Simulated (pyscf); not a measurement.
`[GaH2][BiH2]` + `[H][H]` → `[BiH3]` + `[GaH3]`, a four-centre exchange (singlet surface; Bi–Ga, H–H broken, Bi–H, Ga–H formed). Optimised with ωB97X-D3(BJ)/def2-SVP in PySCF. Energies in eV from the separated reactants.

Small-basis levels: PySCF, no dispersion term, spherical d functions. AM1 to PM7: differences of heats of formation from MOPAC, which are fitted to 298 K values and so differ in kind from electronic energies by zero-point and thermal terms. 

```csv
level,barrier,reaction energy
SVWN5/6-31G*+LANL2DZ,0.74,+0.57
B3LYP/6-31G*+LANL2DZ,1.40,+0.42
M06-2X/6-31G*+LANL2DZ,1.31,+0.51
PBE/def2-SVP,0.78,+0.55
B3LYP/def2-SVP,(withheld),+0.46
AM1,-0.22,+4.11
PM3,(withheld),+2.25
PM6,3.83,+4.84
PM7,2.90,+1.45
ωB97M-D3(BJ)/def2-TZVP,(withheld),+0.51
```

Q: Some entries are withheld; supply them.

A: 
- B3LYP/def2-SVP, barrier: 1.10
- PM3, barrier: 0.21
- ωB97M-D3(BJ)/def2-TZVP, barrier: 1.18

Against the last row the barrier runs from -1.40 (AM1) to +2.66 eV (PM6). At AM1, PM3, PM6 this geometry lies under one side, so the entry may be no barrier of that level: it is a single point on another level's saddle. ωB97M-D3(BJ)/def2-TZVP has limits of its own. On the product side the descent ends in an adduct with a Bi–Ga contact (not fully relaxed), 0.46 eV under the separated species and 0.87 eV under the saddle at ωB97X-D3(BJ)/def2-TZVP. What is counted as broken (Bi–Ga) persists as a longer contact in the product adduct; parting that adduct is a step of its own. At the saddle there is also a short Ga–H contact that neither side keeps. One saddle was located; it need not be the lowest between these sides. In the def2 sets elements up to Kr have no core potential. In the def2 sets elements past Kr carry core potentials, without spin-orbit coupling.
